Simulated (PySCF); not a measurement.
Working out the ionisation energy of B

B [He] 2s2 2p1 (2P) → B⁺ [He] 2s2 (1S). Computed with PySCF 2.14 in x2c-TZVPall (5s3p2d1f, 31 functions), with scalar relativity by spin-free X2C-1e. Frozen: 1s2. Energies in hartree (1 hartree = 27.21139 eV):

```csv
part,B (lower),B⁺ (upper)
UHF,-24.539064,-24.243658
CCSD correlation,-0.064259,-0.059444
(T),-0.001313,0.000000
```

**Question.** What does Hartree-Fock give?

**Answer.** (-24.243658) − (-24.539064) = 0.295406 hartree = 8.038 eV.

**Question.** What do CCSD and CCSD(T) give?

**Answer.** The CCSD correlation energies differ by 0.004815 hartree = 0.131 eV and the triples by 0.001313 hartree = 0.036 eV, so CCSD gives 8.169 eV and CCSD(T) 8.205 eV.

Measured between the centres of the two terms (NIST): 8.297 eV, so CCSD(T) (valence) is off by -0.092 eV.

The coupled-cluster amplitudes are large, so a single reference is strained.

What remains against the reference includes basis incompleteness, the frozen core and higher excitations.
